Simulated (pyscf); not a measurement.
Thermochemistry of product channels of H₂C=CH–CH₃ (SMILES C=CC) + OH• (SMILES [OH]) on the doublet surface, in kJ/mol, from ωB97M-D3(BJ)/def2-TZVP energies (ideal gas, 1 atm, RRHO with modes under 100 cm⁻¹ raised to 100, one conformer, R ln 2 for chiral ones without a mode under 150 cm⁻¹). Single points on ωB97X-D3(BJ)/def2-SVP structures (PySCF, gas phase).

| products | ΔE | ΔH(298 K) | ΔG(600 K) | ΔG(1200 K) |
|---|---|---|---|---|
| H₃C–CH•–CH₂–OH (SMILES C[CH]CO) | -128.3 | -116.8 | -39.2 | +36.7 |
| •H₂C–CH(CH₃)–OH (SMILES [CH2]C(C)O) | … | -118.3 | -39.5 | +36.1 |

**Question.** Fill in the missing entries.

**Answer.** 
- •H₂C–CH(CH₃)–OH (SMILES [CH2]C(C)O), ΔE: -127.8

The channel to H₃C–CH•–CH₂–OH turns unfavourable between 298 and 1200 K (ΔG from -78.4 kJ/mol to +36.7 kJ/mol). The channel to •H₂C–CH(CH₃)–OH turns unfavourable between 298 and 1200 K (ΔG from -79.0 kJ/mol to +36.1 kJ/mol).

These are energies of the channels, which say nothing of barriers. Left out: orbital degeneracy and the spin-orbit lowering of OH.
